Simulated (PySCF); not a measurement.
CH3Cl, SMILES CCl. Atoms are numbered in the order given.

```xyz
5

C      0.0000     0.0000    -1.1338
Cl     0.0000     0.0000     0.6606
H      0.8925     0.5153    -1.4756
H      0.0000    -1.0306    -1.4756
H     -0.8925     0.5153    -1.4756
```
Charge 0, spin multiplicity 1.

Coordinates come from a B3LYP-D3(BJ)/def2-TZVP optimisation.

Two levels are set side by side: PBE/pcJ-1 (PySCF) and PBE0/pcJ-1 (PySCF). One-bond couplings, all four terms, same geometry. Isotopes: 13C, 1H, 35Cl. Differences are taken from unrounded values.

| quantity | PBE |
|---|---|
| ¹J(C1,H3) (Hz) | 142.8 |
| ¹J(C1,H4) (Hz) | 142.8 |
| ¹J(C1,H5) (Hz) | 142.8 |

### Question
These are the PBE values. What does PBE0 give? (Estimate from the structure and the level; the computed values follow.)

### Answer

```csv
quantity,PBE0,PBE minus PBE0
"¹J(C1,H3) (Hz)",147.7,-4.8
"¹J(C1,H4) (Hz)",147.7,-4.8
"¹J(C1,H5) (Hz)",147.7,-4.8
```

Rough cost on one machine, each run with all the roots and properties that it gave: PBE0 against PBE about 3 times.
